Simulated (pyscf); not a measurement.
**Substitution at C: H₃C–SiH₂–CH₃ (SMILES C[SiH2]C) + CH₃• (SMILES [CH3]) -> H₃C–CH₃ (SMILES CC) + H₃C–SiH₂• (SMILES C[SiH2])**

Gas phase, doublet surface, charge 0. Bonds broken: C1–Si2. Bonds formed: C1–C12. Structures and frequencies: ωB97X-D3(BJ)/def2-SVP in PySCF.

Transition state (Å):

```xyz
15

C      0.1422     0.3149    -0.6470
Si    -1.9224    -0.0100     0.2098
C     -2.0144     0.9579     1.8293
H     -0.0919    -0.3159    -1.5067
H      0.5555    -0.1311     0.2611
H     -0.0743     1.3855    -0.6802
H     -2.1696    -1.4670     0.4683
H     -2.9761     0.4782    -0.7401
H     -1.2497     0.6026     2.5392
H     -2.9994     0.8523     2.3123
H     -1.8380     2.0315     1.6519
C      1.9648     0.6444    -1.3356
H      2.4586     1.3017    -0.6073
H      2.4495    -0.3383    -1.4084
H      1.8420     1.1238    -2.3159
```

One imaginary mode, 1143i cm⁻¹; descent along it reached the two sides named.

```csv
bond,change,reactant side (Å),saddle,product side
C1–Si2,breaks,1.882,2.259,3.9
C1–C12,forms,3.6,1.976,1.527
```

Electronic energies relative to the separated reactants (eV):

```tsv
level	barrier	reaction energy	reverse barrier
ωB97X-D3(BJ)/def2-TZVP	1.86	-0.10	1.96
PBE/def2-TZVP	1.39	-0.31	1.70
r²SCAN/def2-TZVP	1.65	-0.11	1.76
B3LYP-D3(BJ)/def2-TZVP	1.67	-0.15	1.83
PBE0-D3(BJ)/def2-TZVP	1.62	-0.22	1.85
M06-2X/def2-TZVP	1.72	-0.24	1.97
ωB97M-D3(BJ)/def2-TZVP	1.83	-0.11	1.95
HF/def2-TZVP	2.72	+0.06	2.66
```

With ωB97M-D3(BJ)/def2-TZVP energies and thermal terms (ideal gas, 1 atm, RRHO with modes under 100 cm⁻¹ raised to 100, one conformer, R ln 2 for chiral ones without a mode under 150 cm⁻¹), in eV:

```tsv
T (K)	ΔH‡	ΔG‡	ΔH	ΔG
298	1.90	2.27	+0.03	+0.02
600	1.90	2.65	-0.02	+0.03
900	1.92	3.03	-0.05	+0.06
1200	1.94	3.39	-0.07	+0.10
```

The same reactants have a lower exit, to H₃C–SiH•–CH₃ + CH₄ (barrier +0.39 eV at ωB97M-D3(BJ)/def2-TZVP, against +1.83 eV here). This is the saddle that the search found; another between the same sides may lie lower. The angle at the attacked C is 178°.
